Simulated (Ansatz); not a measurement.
# SiClO (quartet): wave-function methods side by side at a displaced geometry (v1), cc-pVDZ

The task here is to estimate one member of a computed series from the others.

The runs use Ansatz 0.2.0, Gaussian basis; cc-pVDZ, core rule «outside noble gas», up to 11 orbitals frozen.

To be run: UHF; CCSD(T) on ROHF; CCSD(T) on UHF; BCCD(T) on ROHF; CISD as a restricted active space (open shells left free, so some higher excitations enter); CCSDT(Q) on ROHF; CCSDT(Q) on UHF.

31 further runs of the same task are left out: 6 for a known fault of the program, 11 that didn't finish, 14 set aside as unsound or not needed. Runs told in other sessions of the task aren't counted.

**What is computed**

The geometry is a PBE0/def2-TZVP stationary point (not a proven minimum) with its atoms shifted at random (size 0.040 Å).

3 atoms, charge 0, spin multiplicity 4.

Atoms are counted from 1 here; the program's logs count them from 0.

Bond lengths: Cl1–Si2 2.052 Å, Si2–O3 1.718 Å. Angles: Cl1–Si2–O3 120.4°.

Set-up of the first run:

Contents of in.yaml:

```yaml
crystal:
  periodic: [false, false, false]
  atoms:
    - {symbol: Cl, position_ang: [-0.009186, -0.185576, 1.332669]}
    - {symbol: Si, position_ang: [-0.010020, 0.540304, -0.586198]}
    - {symbol: O, position_ang: [0.037944, -0.537237, -1.924038]}
basis:
  gaussian: {orbitals: cc-pVDZ}
magnetization: {spin_polarized: true, initial_magnetization: 3}
hamiltonian: {xc: hf}
output: {orbitals: {seedname: orbitals}}
```

Run with:

```
$ ansatz run in.yaml --threads 1 --pin off --events-out ev --progress --plain --max-ram 2393MiB
```

Steps of the session up to this table: UHF; CCSD(T) on ROHF; CCSD(T) on UHF; BCCD(T) on ROHF; CISD as a restricted active space (open shells left free, so some higher excitations enter); CCSDT(Q) on ROHF; CCSDT(Q) on UHF.

One table of the session follows, with a row left open; its other results are not shown here.

```
   method  from UCCSDT(Q) (kcal/mol)
     ROHF                    +234.06
      UHF                    +230.07
     RMP2                     +26.24
     UMP2                     +26.16
     CISD                     +28.01
    RCCSD                      +6.79
    UCCSD                      +6.68
 RCCSD(T)                      +1.39
 UCCSD(T)                          ?
  BCCD(T)                      +1.36
   RCCSDT                      +0.59
   UCCSDT                      +0.56
RCCSDT(Q)                      +0.09
UCCSDT(Q)                          0
```

Estimate the missing values for UCCSD(T).

The run gave: from UCCSDT(Q) (kcal/mol): +1.37. In the column «from UCCSDT(Q) (kcal/mol)» it lies between BCCD(T) (+1.36) and RCCSD(T) (+1.39).

Limits of these values: Restricted and unrestricted rows rest on different reference determinants; a gap between their highest levels can come from leftover correlation error, from unlike frozen cores or from another state.
